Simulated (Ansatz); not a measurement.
A made-up structure of CH2B2, closed shell:

B1  (-0.552, 1.214, -0.724)
C2  (0.000, 0.001, 0.001)
B3  (0.552, -1.214, 0.725)
H4  (-1.029, 2.265, -1.353)
H5  (1.030, -2.266, 1.351)
(Å)

It is relaxed with PBE-D4/def2-SVP and then PBE0-D4/def2-TZVP (Ansatz 0.2.0). Atoms count as bonded within 1.22 times the sum of their covalent radii (H–H: 0.88 Å). The end point is not checked to be a true minimum.

**Question.** Does its bonding change? (Judge from chemistry; the calculation decides.)

**Answer.** By the calculation: No: no bond forms or breaks.

Where it ends: The first stage lowers the energy by 1.21 eV in 4 steps. It ends as CH₂B₂ ([BH][C][BH]):
```tsv
atom	x (Å)	y (Å)	z (Å)
B1	-0.4926	1.0840	-0.6467
C2	0.0000	0.0004	0.0007
B3	0.4926	-1.0839	0.6469
H4	-0.9191	2.0223	-1.2073
H5	0.9191	-2.0228	1.2065
```

Labels in which every atom is bracketed show which atoms are joined, not bond orders.

For scale, one of the runs: PBE0-D4/def2-TZVP relaxation, 105 basis functions, launched by `ansatz run in.yaml --threads 2 --pin off --events-out ev --progress --plain --max-ram 4352MiB`. Hardware: 2 CPU threads of an Arm Neoverse V1, shared host. Wall time about 7.5 s.
